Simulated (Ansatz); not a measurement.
Geometry optimisation, RKS BLYP-D4/def2-SVP (Ansatz 0.2.0).

The input (input.yaml):

```yaml
crystal:
  periodic: [false, false, false]
  atoms:
    - { symbol: Si, position_ang: [0.055261, -0.01435, 0.081684] }
    - { symbol: H, position_ang: [0.351543, 0.009087, 1.506543] }
    - { symbol: H, position_ang: [1.501466, 0.00136, -0.038405] }
    - { symbol: O, position_ang: [-0.600936, 1.340082, -0.637256] }
    - { symbol: H, position_ang: [-1.572342, 1.398808, -0.625593] }
    - { symbol: O, position_ang: [-0.816385, -1.365576, -0.408387] }
    - { symbol: H, position_ang: [-0.914107, -2.06581, 0.260015] }
basis:
  gaussian: { orbitals: def2-SVP }
hamiltonian:
  xc: blyp
  dispersion: d4
relax:
  f_tol: 0.03
  max_steps: 50
```

Launched with:

```bash
$ ansatz run input.yaml --threads 1 --pin off --max-ram 2048MiB --backend cpu --events-out ev --progress --plain --runs-dir out
```

Problem. Where does it end, and by what steps?

Solution. The forces met the threshold. The force dipped under the threshold on the way, but the program's further checks kept it going. After 18 steps the energy has fallen by 0.537 eV; O6 moved furthest, 0.48 Å.

```json
{"step": "0", "energy less start (eV)": "0.0000", "largest force component (eV/Å)": "1.576", "accepted": "yes"}
{"step": "1", "energy less start (eV)": "-0.4565", "largest force component (eV/Å)": "0.465", "accepted": "yes"}
{"step": "2", "energy less start (eV)": "-0.5163", "largest force component (eV/Å)": "0.126", "accepted": "yes"}
{"step": "3", "energy less start (eV)": "-0.5205", "largest force component (eV/Å)": "0.060", "accepted": "yes"}
{"step": "4", "energy less start (eV)": "-0.5190", "largest force component (eV/Å)": "0.460", "accepted": "no"}
{"step": "5", "energy less start (eV)": "-0.5237", "largest force component (eV/Å)": "0.044", "accepted": "yes"}
{"step": "6", "energy less start (eV)": "-0.5276", "largest force component (eV/Å)": "0.050", "accepted": "yes"}
{"step": "7", "energy less start (eV)": "-0.4466", "largest force component (eV/Å)": "1.788", "accepted": "no"}
{"step": "8", "energy less start (eV)": "-0.5297", "largest force component (eV/Å)": "0.100", "accepted": "yes"}
{"step": "9", "energy less start (eV)": "-0.5302", "largest force component (eV/Å)": "0.165", "accepted": "yes"}
{"step": "10", "energy less start (eV)": "-0.5342", "largest force component (eV/Å)": "0.156", "accepted": "yes"}
{"step": "11", "energy less start (eV)": "-0.5352", "largest force component (eV/Å)": "0.045", "accepted": "yes"}
{"step": "12", "energy less start (eV)": "-0.5351", "largest force component (eV/Å)": "0.149", "accepted": "no"}
{"step": "13", "energy less start (eV)": "-0.5359", "largest force component (eV/Å)": "0.029", "accepted": "yes"}
{"step": "14", "energy less start (eV)": "-0.5250", "largest force component (eV/Å)": "0.769", "accepted": "no"}
{"step": "15", "energy less start (eV)": "-0.5362", "largest force component (eV/Å)": "0.120", "accepted": "yes"}
{"step": "16", "energy less start (eV)": "-0.5374", "largest force component (eV/Å)": "0.013", "accepted": "yes"}
{"step": "17", "energy less start (eV)": "-0.5370", "largest force component (eV/Å)": "0.172", "accepted": "no"}
{"step": "18", "energy less start (eV)": "-0.5375", "largest force component (eV/Å)": "0.022", "accepted": "yes"}
```

```xyz
7
Properties=species:S:1:pos:R:3
Si 0.155 -0.045 0.107
H 0.025 0.138 1.598
H 1.563 0.020 -0.366
O -0.632 1.210 -0.684
H -1.517 1.451 -0.355
O -0.395 -1.577 -0.311
H -1.194 -1.895 0.149
```

The run took 20 s on 1 thread of Intel(R) Xeon(R) Platinum 8488C (Sapphire Rapids) (shared host), peak memory 0.13 GiB.
